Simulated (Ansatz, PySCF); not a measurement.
System: CH2, charge 1, multiplicity 2. 
Structure (B3LYP-D3(BJ)/def2-TZVP (Ansatz, a program for electronic structure) minimum search):
```
C
H 1 1.0973
H 1 1.0973 2 141.38
```
Charge +1, spin multiplicity 2.

Total electronic energies in hartree. Correlated levels leave the core frozen unless marked. UHF or UKS for open shells. Spin-orbit coupling is left out. Non-relativistic. CBS marks a two-point X^-3 extrapolation of the correlation energy; Hartree-Fock from the larger set (for Q and 5 zeta extrapolated as (X+1)exp(-9√X)). [CCSD(T)-MP2]/basis is that difference in the basis named.

| level | program | energy (Eh) |
|---|---|---|
| HF/def2-TZVPP | Ansatz | -38.58220 |
| HF/aug-cc-pVQZ | Ansatz | -38.58361 |
| TPSS-D3(BJ)/def2-TZVPD | PySCF + dftd3 | ___ |
| B2PLYP-D3(BJ)/def2-TZVPD | Ansatz + dftd3 | ___ |
| MP2/STO-3G | Ansatz | -38.14356 |
| CCSD(T)/def2-TZVPP | Ansatz | -38.69897 |
| RI-MP2/CBS(def2-TZVPPD,def2-QZVPPD)+[CCSD(T)-MP2]/def2-SVPD | Ansatz | -38.7131 |
| RI-MP2/CBS(cc-pVTZ,cc-pVQZ)+[CCSD(T)-MP2]/cc-pVQZ | Ansatz | -38.7117 |
| CCSD(T)/CBS(cc-pVQZ,cc-pV5Z) | Ansatz | -38.7109 |

Q: Complete the blanks.

A: 
- TPSS-D3(BJ)/def2-TZVPD, energy (Eh): -38.79760
- B2PLYP-D3(BJ)/def2-TZVPD, energy (Eh): -38.74769
